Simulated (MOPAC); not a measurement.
MOPAC input (PM6):

```
PM6 1SCF CHARGE=-1 GEO-OK AUX(PRECISION=9) THREADS=1
C4H7

C    -0.00558322 1    1.06374512 1   -0.38603103 1
C     0.00619137 1   -1.03716485 1   -0.05773859 1
C    -1.06341923 1    0.06866804 1    0.11781767 1
C     1.06212711 1    0.08115274 1    0.12147835 1
H    -0.01226405 1    2.06753296 1    0.06973792 1
H     0.01023035 1   -1.42530440 1   -1.07919593 1
H     0.00987292 1   -1.87345395 1    0.65675121 1
H    -1.32708106 1    0.11676990 1    1.20906634 1
H    -2.01630986 1   -0.04998724 1   -0.42504701 1
H     1.32144553 1    0.13232640 1    1.21362771 1
H     2.01820998 1   -0.02628991 1   -0.41809864 1
```

Question: What heat of formation does the run end on, and which ionisation energy by Koopmans theorem?

Answer: 56.99 kcal/mol; 0.43 eV.
